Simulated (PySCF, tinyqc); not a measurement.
Worked calculation: coupled-perturbed Hartree-Fock on RHF in the sto-3g basis, for LiH, spin multiplicity 1. The lowest restricted solution is unstable here: a spin-polarised one lies 0.0196 hartree lower (PySCF). Computed by tinyqc, a small Python program that keeps every step (integrals from PySCF). Settings: charge = 0, multiplicity = 1, basis = sto-3g, method = RHF, energy threshold = 1e-10, iteration cap = 67, orthogonalisation = symmetric, start = core, DIIS depth = 6. Command: `OMP_NUM_THREADS=1 python tinyqc.py 29347 29348 out.jsonl` (the two numbers bound the seeds that draw the settings). One thread of a shared host (Intel(R) Xeon(R) Processor @ 2.60GHz), about 0.2 s of CPU time with the checks. The early iterations of the SCF are left out here.

## One-electron integrals

Geometry (angstrom):

| atom | x | y | z |
|---|---|---|---|
| Li | 0.000000 | 0.000000 | 0.000000 |
| H | 0.000000 | 0.000000 | 2.408000 |

Basis sto-3g: exponents (1/bohr^2) and contraction coefficients of normalised primitives:

| element | l (shell) | exponent | coefficient |
|---|---|---|---|
| Li | s (1) | 16.119575 | 0.154329 |
| Li | s (1) | 2.936201 | 0.535328 |
| Li | s (1) | 0.794651 | 0.444635 |
| Li | s (2) | 0.636290 | -0.099967 |
| Li | s (2) | 0.147860 | 0.399513 |
| Li | s (2) | 0.048089 | 0.700115 |
| Li | p (3) | 0.636290 | 0.155916 |
| Li | p (3) | 0.147860 | 0.607684 |
| Li | p (3) | 0.048089 | 0.391957 |
| H | s (1) | 3.425251 | 0.154329 |
| H | s (1) | 0.623914 | 0.535328 |
| H | s (1) | 0.168855 | 0.444635 |

Overlap, kinetic and nuclear-attraction integrals over the contracted functions; the nuclear repulsion is the sum of Za Zb / Rab.

nuclear repulsion = 0.65927393 hartree

overlap S, lower triangle:
```
           1Li 1s    1Li 2s   1Li 2px   1Li 2py   1Li 2pz     2H 1s
1Li 1s   1.000000
1Li 2s   0.241137  1.000000
1Li 2px  0.000000  0.000000  1.000000
1Li 2py  0.000000  0.000000  0.000000  1.000000
1Li 2pz  0.000000  0.000000  0.000000  0.000000  1.000000
2H 1s    0.010366  0.214055  0.000000  0.000000  0.318399  1.000000
```

kinetic energy T (hartree), lower triangle:
```
            1Li 1s    1Li 2s   1Li 2px   1Li 2py   1Li 2pz     2H 1s
1Li 1s    3.576786
1Li 2s   -0.020237  0.102163
1Li 2px   0.000000  0.000000  0.319682
1Li 2py   0.000000  0.000000  0.000000  0.319682
1Li 2pz   0.000000  0.000000  0.000000  0.000000  0.319682
2H 1s    -0.005215  0.005904  0.000000  0.000000  0.032717  0.760032
```

nuclear attraction V (hartree), lower triangle:
```
            1Li 1s     1Li 2s    1Li 2px    1Li 2py    1Li 2pz      2H 1s
1Li 1s   -8.202639
1Li 2s   -1.017335  -1.421283
1Li 2px   0.000000   0.000000  -1.392836
1Li 2py   0.000000   0.000000   0.000000  -1.392836
1Li 2pz  -0.007111  -0.077329   0.000000   0.000000  -1.449007
2H 1s    -0.040731  -0.317225   0.000000   0.000000  -0.476406  -1.885864
```

core Hamiltonian H = T + V (hartree), lower triangle:
```
            1Li 1s     1Li 2s    1Li 2px    1Li 2py    1Li 2pz      2H 1s
1Li 1s   -4.625853
1Li 2s   -1.037572  -1.319119
1Li 2px   0.000000   0.000000  -1.073154
1Li 2py   0.000000   0.000000   0.000000  -1.073154
1Li 2pz  -0.007111  -0.077329   0.000000   0.000000  -1.129325
2H 1s    -0.045946  -0.311321   0.000000   0.000000  -0.443688  -1.125832
```

## Two-electron integrals

Functions are numbered as in S; the eight-fold symmetry (ij|kl) = (ji|kl) = (kl|ij) leaves the list below.

Two-electron integrals (ij|kl) in chemists' order, unique and non-zero (hartree):
```
(11|11) 1.680395   (21|11) 0.265420   (21|21) 0.049941   (22|11) 0.397727
(22|21) 0.092860   (22|22) 0.290562   (31|31) 0.008981   (32|31) 0.013788
(32|32) 0.064184   (33|11) 0.396640   (33|21) 0.092880   (33|22) 0.290497
(33|33) 0.312946   (41|41) 0.008981   (42|41) 0.013788   (42|42) 0.064184
(43|43) 0.016869   (44|11) 0.396640   (44|21) 0.092880   (44|22) 0.290497
(44|33) 0.279207   (44|44) 0.312946   (51|51) 0.008981   (52|51) 0.013788
(52|52) 0.064184   (53|53) 0.016869   (54|54) 0.016869   (55|11) 0.396640
(55|21) 0.092880   (55|22) 0.290497   (55|33) 0.279207   (55|44) 0.279207
(55|55) 0.312946   (61|11) 0.010614   (61|21) 0.002035   (61|22) 0.003945
(61|33) 0.003891   (61|44) 0.003891   (61|51) 0.000289   (61|52) 0.000570
(61|55) 0.004055   (61|61) 0.000094   (62|11) 0.059332   (62|21) 0.014185
(62|22) 0.051938   (62|33) 0.048829   (62|44) 0.048829   (62|51) 0.002104
(62|52) 0.016521   (62|55) 0.058106   (62|61) 0.000721   (62|62) 0.020474
(63|31) 0.000701   (63|32) 0.004147   (63|53) 0.002038   (63|63) 0.000920
(64|41) 0.000701   (64|42) 0.004147   (64|54) 0.002038   (64|64) 0.000920
(65|11) 0.084596   (65|21) 0.020310   (65|22) 0.075870   (65|33) 0.070723
(65|44) 0.070723   (65|51) 0.003232   (65|52) 0.025626   (65|55) 0.086090
(65|61) 0.001048   (65|62) 0.031692   (65|65) 0.049243   (66|11) 0.219742
(66|21) 0.052978   (66|22) 0.212038   (66|33) 0.195371   (66|44) 0.195371
(66|51) 0.007092   (66|52) 0.073427   (66|55) 0.245168   (66|61) 0.002679
(66|62) 0.112751   (66|65) 0.178113   (66|66) 0.774606
```

## Orthogonalisation

S = U s U^T; symmetric (Loewdin) form X = U s^(-1/2) U^T, so that X^T S X = 1.

eigenvalues of S: 0.590507  0.810312  1.000000  1.000000  1.181842  1.417338

X, lower triangle:
```
            1Li 1s     1Li 2s   1Li 2px   1Li 2py    1Li 2pz     2H 1s
1Li 1s    1.023327
1Li 2s   -0.128412   1.043460
1Li 2px   0.000000   0.000000  1.000000
1Li 2py   0.000000   0.000000  0.000000  1.000000
1Li 2pz  -0.004655   0.029722  0.000000  0.000000   1.042718
2H 1s     0.016781  -0.121823  0.000000  0.000000  -0.175963  1.062548
```

## Iteration 8 (converged): orbitals

converged F (hartree), lower triangle:
```
            1Li 1s     1Li 2s   1Li 2px   1Li 2py    1Li 2pz      2H 1s
1Li 1s   -2.371528
1Li 2s   -0.644071  -0.205094
1Li 2px   0.000000   0.000000  0.157554
1Li 2py   0.000000   0.000000  0.000000  0.157554
1Li 2pz   0.013311  -0.049375  0.000000  0.000000   0.076287
2H 1s    -0.028629  -0.172659  0.000000  0.000000  -0.172387  -0.063998
```

Diagonalise F' = X^T F X, C = X C', fill 2 alpha and 2 beta electrons from the bottom; D = 2 C_occ C_occ^T. Each column has its largest component positive (the first on a tie).

F' = X^T F X (hartree), lower triangle:
```
           1          2         3         4          5         6
1  -2.317983
2  -0.360557  -0.049610
3   0.000000   0.000000  0.157554
4   0.000000   0.000000  0.000000  0.157554
5   0.010758  -0.002286  0.000000  0.000000   0.142736
6   0.027263  -0.171903  0.000000  0.000000  -0.200276  0.034975
```

orbital energies (hartree): MO1 -2.373957, MO2 -0.216278, MO3 0.066822, MO4 0.157554, MO5 0.157554, MO6 0.333531

coefficients C:
```
               MO1        MO2        MO3       MO4        MO5        MO6
1Li 1s    0.991562  -0.148752  -0.216874  0.000000   0.000000   0.107857
1Li 2s    0.032955   0.521044   0.800426  0.000000   0.000000  -0.455816
1Li 2px   0.000000   0.000000   0.000000  0.204445   0.978878   0.000000
1Li 2py   0.000000   0.000000   0.000000  0.978878  -0.204445   0.000000
1Li 2pz  -0.004249   0.314147  -0.573057  0.000000   0.000000  -0.831882
2H 1s    -0.001988   0.620156  -0.246986  0.000000   0.000000   0.854104
```

D after iteration 8, lower triangle:
```
            1Li 1s    1Li 2s   1Li 2px   1Li 2py   1Li 2pz     2H 1s
1Li 1s    2.010647
1Li 2s   -0.089658  0.545146
1Li 2px   0.000000  0.000000  0.000000
1Li 2py   0.000000  0.000000  0.000000  0.000000
1Li 2pz  -0.101887  0.327089  0.000000  0.000000  0.197412
2H 1s    -0.188441  0.646127  0.000000  0.000000  0.389657  0.769195
```

Within a degenerate level the vectors are fixed only up to a rotation; this is one choice.

## Convergence

Stop when the energy changes by less than 1e-10 hartree and every element of the error matrix X^T (F D S - S D F) X is below 3e-06.

Course of the cycle:

| iteration | E (hartree) | change | largest element of the error matrix |
|---|---|---|---|
| 1 | -7.70075280 | - | 1.97e-01 |
| 2 | -7.78060000 | -7.98e-02 | 2.32e-02 |
| 3 | -7.78196949 | -1.37e-03 | 7.43e-03 |
| 4 | -7.78228469 | -3.15e-04 | 3.59e-03 |
| 5 | -7.78238230 | -9.76e-05 | 1.48e-04 |
| 6 | -7.78238234 | -4.66e-08 | 4.19e-05 |
| 7 | -7.78238235 | -5.69e-09 | 2.07e-06 |
| 8 | -7.78238235 | -1.22e-11 | 1.03e-08 |

PySCF RHF in the same basis = -7.78238235 hartree

Converged in 8 iterations.

## Integrals over molecular orbitals

(pq|rs) = sum C_ip C_jq C_kr C_ls (ij|kl), one index at a time.

one-electron integrals over orbitals h = C^T H C (hartree), lower triangle:
```
           1          2          3          4          5          6
1  -4.617092
2   0.095861  -1.234329
3   0.159635   0.002802  -1.080277
4   0.000000   0.000000   0.000000  -1.073154
5   0.000000   0.000000   0.000000   0.000000  -1.073154
6  -0.050953   0.063190   0.014769   0.000000   0.000000  -1.021612
```

Two-electron integrals over orbitals (pq|rs), unique and non-zero (hartree):
```
(11|11) 1.659502    (21|11) -0.097666   (21|21) 0.009832    (22|11) 0.296732
(22|21) 0.001805    (22|22) 0.434418    (31|11) -0.142580   (31|21) 0.010847
(31|22) -0.009777   (31|31) 0.022000    (32|11) 0.037450    (32|21) -0.002499
(32|22) -0.066854   (32|31) -0.000457   (32|32) 0.028965    (33|11) 0.386675
(33|21) -0.008226   (33|22) 0.212358    (33|31) 0.000431    (33|32) 0.017365
(33|33) 0.320911    (41|41) 0.009798    (42|41) 0.007315    (42|42) 0.020850
(43|41) 0.010441    (43|42) 0.021255    (43|43) 0.041365    (44|11) 0.396345
(44|21) -0.003487   (44|22) 0.234333    (44|31) -0.005075   (44|32) 0.019159
(44|33) 0.277264    (44|44) 0.312946    (51|51) 0.009798    (52|51) 0.007315
(52|52) 0.020850    (53|51) 0.010441    (53|52) 0.021255    (53|53) 0.041365
(54|54) 0.016869    (55|11) 0.396345    (55|21) -0.003487   (55|22) 0.234333
(55|31) -0.005075   (55|32) 0.019159    (55|33) 0.277264    (55|44) 0.279207
(55|55) 0.312946    (61|11) 0.065699    (61|21) -0.008641   (61|22) -0.006922
(61|31) -0.004233   (61|32) 0.002938    (61|33) 0.011485    (61|44) 0.001635
(61|55) 0.001635    (61|61) 0.010423    (62|11) -0.087512   (62|21) 0.000903
(62|22) 0.103193    (62|31) 0.004772    (62|32) -0.052186   (62|33) -0.016212
(62|44) -0.043139   (62|55) -0.043139   (62|61) 0.001684    (62|62) 0.132240
(63|11) 0.028509    (63|21) -0.002118   (63|22) -0.064102   (63|31) 0.003879
(63|32) 0.024359    (63|33) 0.037217    (63|44) 0.011794    (63|55) 0.011794
(63|61) 0.004795    (63|62) -0.044342   (63|63) 0.036955    (64|41) -0.005419
(64|42) -0.017473   (64|43) -0.010652   (64|64) 0.018434    (65|51) -0.005419
(65|52) -0.017473   (65|53) -0.010652   (65|65) 0.018434    (66|11) 0.346069
(66|21) 0.000272    (66|22) 0.402834    (66|31) -0.010047   (66|32) -0.051241
(66|33) 0.239908    (66|44) 0.253776    (66|55) 0.253776    (66|61) -0.005323
(66|62) 0.080641    (66|63) -0.047401   (66|66) 0.394882
```

## Response to a field: uncoupled start

dipole integrals <a|z|i> (bohr):
```
           i1         i2
a3  -0.128003  -1.020321
a4   0.000000   0.000000
a5   0.000000   0.000000
a6  -0.149421   1.219030
```

Field along z; U_ai = -mu_ai / (e_a - e_i), alpha = -4 sum U_ai mu_ai.

uncoupled U:
```
          i1         i2
a3  0.052443   3.604104
a4  0.000000   0.000000
a5  0.000000   0.000000
a6  0.055188  -2.217190
```

uncoupled polarisability = 25.580492 bohr^3

## Coupled step 1

U_ai = -(mu_ai + sum_bj [4 (ai|bj) - (ab|ij) - (aj|bi)] U_bj) / (e_a - e_i); alpha = -4 sum U_ai mu_ai.

U after step 1:
```
          i1         i2
a3  0.066735   4.474189
a4  0.000000   0.000000
a5  0.000000   0.000000
a6  0.054208  -1.638002
```

polarisability = 26.314102 bohr^3

## Coupled step 2

As before.

U after step 2:
```
          i1         i2
a3  0.061817   5.048623
a4  0.000000   0.000000
a5  0.000000   0.000000
a6  0.050365  -1.485714
```

polarisability = 27.911137 bohr^3

## Coupled polarisability

Repeat until U stops changing; compare with -d2E/dF2.

Course of the coupled iterations:

| step | alpha (bohr^3) |
|---|---|
| 0 | 25.580492 |
| 1 | 26.314102 |
| 2 | 27.911137 |
| 3 | 28.670453 |
| 4 | 29.095516 |
| 5 | 29.326886 |
| 6 | 29.453446 |
| 7 | 29.522621 |
| 8 | 29.560436 |
| 9 | 29.581107 |
| 10 | 29.592407 |
| 11 | 29.598584 |
| ... | ... |
| 21 | 29.606015 |
| 22 | 29.606023 |
| 23 | 29.606027 |
| 24 | 29.606029 |
| 25 | 29.606031 |
| 26 | 29.606031 |
| 27 | 29.606032 |
| 28 | 29.606032 |
| 29 | 29.606032 |
| 30 | 29.606032 |
| 31 | 29.606032 |
| 32 | 29.606032 |

coupled polarisability = 29.606032 bohr^3

finite-field check, fields of +/-0.001 au = 29.613364 bohr^3
